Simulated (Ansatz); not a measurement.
These are B3LYP-D3(BJ)/def2-TZVP in Ansatz (a quantum-chemistry and plane-wave program) values and carry that method's errors. No frequencies were computed at this level.

Ansatz 0.2 input:
```yaml
crystal:
  periodic: [false, false, false]
  atoms:
    - { symbol: Si, position_ang: [-0.000489, 0.000058, 0.238514] }
    - { symbol: H, position_ang: [-0.594605, 1.282597, -0.081238] }
    - { symbol: H, position_ang: [1.408406, -0.126206, -0.076572] }
    - { symbol: H, position_ang: [-0.813312, -1.156449, -0.080703] }
basis:
  gaussian: { orbitals: def2-tzvp }
hamiltonian:
  xc: b3lyp
  dispersion: d3bj
relax:
  max_steps: 150
magnetization:
  spin_polarized: true
  initial_magnetization: 1
```

Output:

```
Functional definition: B3LYP
393 factors; their error is unknown
mean field evaluation 1: about -7925.1161 eV, gradient 7.5e0 eV
mean field evaluation 2: about -7925.4988 eV, gradient 3.1e0 eV
mean field evaluation 4: about -7925.5633 eV, gradient 1.1e-1 eV
mean field evaluation 8: about -7925.5892 eV, gradient 9.5e-3 eV
mean field -7925.58922274 eV, -291.2600317783 hartree, gradient 1.5e-5 eV, S^2 0.752507; 0 other end points of the search recorded, 0 dependent functions left out
reference -7925.58942559 eV, -291.2600392331 hartree; 9, 8 occupied and 46, 47 virtual orbitals, 393 factors
relax step   1: F+E_penalty+E_count = -7925.65796080 eV  Δ(F+E_penalty+E_count) = +0.000e0 eV  max|allowed force component| = 9.054e-1 eV/Å  Δτ_max = 0.0000 Å  (22 SCF iters, accepted)
these checks for a lower state are left out or cut short: starts, cluster_reference, orbital_swaps, neighbouring_geometries, increment
393 factors; their error is unknown
mean field evaluation 16: about -7925.6301 eV, gradient 6.8e-2 eV
mean field -7925.65517266 eV, -291.2624553931 hartree, gradient 2.2e-5 eV, S^2 0.751911; 0 other end points of the search recorded, 0 dependent functions left out
reference -7925.65537538 eV, -291.2624628432 hartree; 9, 8 occupied and 46, 47 virtual orbitals, 393 factors
relax step   2: F+E_penalty+E_count = -7925.72406908 eV  Δ(F+E_penalty+E_count) = -6.611e-2 eV  max|allowed force component| = 1.486e-1 eV/Å  Δτ_max = 0.0990 Å  (25 SCF iters, accepted)
these checks for a lower state are left out or cut short: starts, cluster_reference, orbital_swaps, neighbouring_geometries, increment
393 factors; their error is unknown
mean field -7925.65715098 eV, -291.2625280951 hartree, gradient 5.0e-5 eV, S^2 0.751909; 0 other end points of the search recorded, 0 dependent functions left out
reference -7925.65735410 eV, -291.2625355596 hartree; 9, 8 occupied and 46, 47 virtual orbitals, 393 factors
relax step   3: F+E_penalty+E_count = -7925.72601121 eV  Δ(F+E_penalty+E_count) = -1.942e-3 eV  max|allowed force component| = 2.678e-2 eV/Å  Δτ_max = 0.0099 Å  (25 SCF iters, accepted)
these checks for a lower state are left out or cut short: starts, cluster_reference, orbital_swaps, neighbouring_geometries, increment
393 factors; their error is unknown
mean field evaluation 32: about -7925.6572 eV, gradient 1.7e-5 eV
mean field -7925.65716537 eV, -291.2625286240 hartree, gradient 1.7e-5 eV, S^2 0.751888; 0 other end points of the search recorded, 0 dependent functions left out
reference -7925.65736836 eV, -291.2625360837 hartree; 9, 8 occupied and 46, 47 virtual orbitals, 393 factors
relax step   4: F+E_penalty+E_count = -7925.72604388 eV  Δ(F+E_penalty+E_count) = -3.268e-5 eV  max|allowed force component| = 3.231e-2 eV/Å  Δτ_max = 0.0050 Å  (22 SCF iters, accepted)
these checks for a lower state are left out or cut short: starts, cluster_reference, orbital_swaps, neighbouring_geometries, increment
393 factors; their error is unknown
mean field -7925.65722885 eV, -291.2625309570 hartree, gradient 1.8e-5 eV, S^2 0.751900; 0 other end points of the search recorded, 0 dependent functions left out
reference -7925.65743187 eV, -291.2625384176 hartree; 9, 8 occupied and 46, 47 virtual orbitals, 393 factors
relax step   5: F+E_penalty+E_count = -7925.72610144 eV  Δ(F+E_penalty+E_count) = -5.756e-5 eV  max|allowed force component| = 5.977e-4 eV/Å  Δτ_max = 0.0029 Å  (21 SCF iters, accepted)
393 factors; their error is unknown
mean field -7925.65722885 eV, -291.2625309570 hartree, gradient 1.8e-5 eV, S^2 0.751900; 1 other end points of the search recorded, 0 dependent functions left out
reference -7925.65743187 eV, -291.2625384176 hartree; 9, 8 occupied and 46, 47 virtual orbitals, 393 factors
Total energy: -7925.72630446 eV, -291.2650694386 hartree
Atom 0 at    -0.000698     0.000134     0.341223 Å, force     0.000001     0.000000     0.000563 eV/Å
Atom 1 at    -0.593464     1.280265    -0.115464 Å, force    -0.000253     0.000544    -0.000189 eV/Å
Atom 2 at     1.405862    -0.126039    -0.110814 Å, force     0.000598    -0.000053    -0.000186 eV/Å
Atom 3 at    -0.811701    -1.154359    -0.114944 Å, force    -0.000346    -0.000491    -0.000188 eV/Å
Dipole moment:    -0.000035     0.000006     0.017109 e Å
```

Cost: roughly 6 core-seconds.
